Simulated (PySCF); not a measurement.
Al2⁺, quartet: the ladder up to full CI

Geometry: that of the Al2, triplet, kept fixed. The doublet lies 1.9 eV lower here.

```xyz
2

Al    0.0000    0.0000    0.0000
Al    0.0000    0.0000    2.4788
```

Basis cc-pVDZ; PySCF 2.14.0. Correlated methods freeze the noble-gas cores, which leaves 5 electrons in 26 orbitals. R marks a restricted (for open shells ROHF) determinant, U an unrestricted one.

Full CI is exact within this basis and frozen core; it isn't the basis-set limit. The frozen core follows each run's orbitals, which can shift R against U totals by a few meV.

* UHF ⟨S²⟩: 3.755
* T1 diagnostic (ROHF- or RHF-based CCSD): 0.0296
* largest doubles amplitude (ROHF- or RHF-based CCSD): 0.114
* T1 diagnostic (UCCSD): 0.0256

```
   level  E − E(full CI) (meV)  share of correlation (%)  wall time
     RHF                  1907                      0.00          –
     UHF                  1868                      2.05          –
    RMP2                   626                     67.16          –
    UMP2                   622                     67.38          –
   RCCSD                   113                     94.10          –
   UCCSD                   110                     94.21          –
RCCSD(T)                    36                     98.12     0.58 s
UCCSD(T)                    35                     98.17     0.45 s
  RCCSDT                     4                     99.77      5.8 s
  UCCSDT                     4                     99.81      5.3 s
```

The correlation energy at full CI, counted from RHF, is -1.907 eV. Full CI, over all symmetries tried, took 14 s on 1 thread of Arm Neoverse V1, shared host; the state has 48,574 determinants.

Times are those of the correlated step on a shared host, with one SCF added for the restricted CCSD run; they ran on 1 thread of Arm Neoverse V1.

The full-CI state has the irrep B3g of D2h, in the program's axes (one component, if the state is degenerate).

Natural occupations of full CI about the gap: 1.899 1.005 0.976 0.962 0.044 0.031 0.023 0.012 0.010 0.010; effectively unpaired electrons, Σ n²(2−n)², 3.05.
